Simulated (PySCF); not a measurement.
```xyz
4

C     0.0000    0.0000    0.0000
O     1.0542    0.0000    0.6716
O    -1.0542    0.0000    0.6716
H     0.0000    0.0000   -1.1000
```

Basis set: cc-pVTZ (spherical functions). Frozen core: 3 orbitals. Charge 1, multiplicity 1.

Starred EOM-CCSD(T)(a) on the restricted Hartree–Fock determinant with PySCF 2.14.0; the energies are vertical.

Q: The solver was asked for the few lowest roots only. Give the electron affinities of singlet CHO2(+) among them whose weight of singles is over 0.7 (positive where the electron binds).

A:

```tsv
root	energy (eV)	weight of singles
1	13.87	0.95
```

Higher main lines weren't sought. Caution: large amplitudes, a single reference is doubtful.
